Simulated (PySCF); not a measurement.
BH4P.
SMILES: `BP`

Theory: EOM-IP-CCSD/aug-cc-pVDZ in PySCF, restricted Hartree–Fock reference, 6 core orbitals frozen, non-relativistic, gas phase, PBE0-D3(BJ)/def2-SVP geometry.

Hartree–Fock orbital energies give these Koopmans values (eV): HOMO 9.81, HOMO-1 13.00, HOMO-2 13.18, HOMO-3 15.08, HOMO-4 18.28.

Q: What vertical ionisation energies does EOM-IP-CCSD give?

A: 
```csv
leading hole (HF orbital),Koopmans (eV),EOM-IP-CCSD (eV),change (eV),one-hole share
HOMO,9.81,9.72,-0.09,0.95
HOMO-1,13.00,12.34,-0.66,0.95
HOMO-2,13.18,12.40,-0.78,0.94
HOMO-3,15.08,14.27,-0.81,0.93
HOMO-4,18.28,16.73,-1.55,0.84
```

Q: Does the order of the lines follow the orbital energies?

A: Yes, no two lines change places. The corrections run from -1.55 to -0.09 eV, with a mean of -0.78 eV over the 5 lines; no line lies above its Koopmans value. Koopmans values leave out both the relaxation of the orbitals and the change in correlation energy.

Q: At what kinetic energies would He I light (21.22 eV) eject these electrons?

A: 11.50 eV (HOMO), 8.88 eV (HOMO-1), 8.82 eV (HOMO-2), 6.95 eV (HOMO-3), 4.49 eV (HOMO-4).

Q: What total energy has the lowest final state, and which wavelength reaches it?

A: E(CCSD) + ionisation energy = -367.98983 + 0.35734 = -367.63249 Eh, at the geometry of the initial state. The threshold wavelength is 1239.84 eV nm/9.72 eV = 127.6 nm.

Lines less than 0.15 eV apart could change places at a higher level. One root was sought for each valence orbital with −ε under 21 eV, eight at most, so deeper holes and satellites are missing; no vibrational structure.

One conformer stands for the species.
